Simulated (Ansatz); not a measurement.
fcc Al was calculated with PBEsol (plane waves, PAW; Ansatz, a first-principles code).

Settings: plane-wave cutoff 500 eV, 14×10×1 k mesh (along the axes of the cell as run), Fermi–Dirac smearing 0.1 eV, scalar-relativistic PAW data made under PBE.

Question: Give the computed surface energy of the (310) face and work function of the (310) face.

Answer: 
surface energy of the (310) face: 1.19 J/m²
work function of the (310) face: 4.24 eV

The slab of 20 atoms is relaxed and unreconstructed.

Static lattice: no zero-point or thermal effects.

The result took around 19 core-minutes (rough).
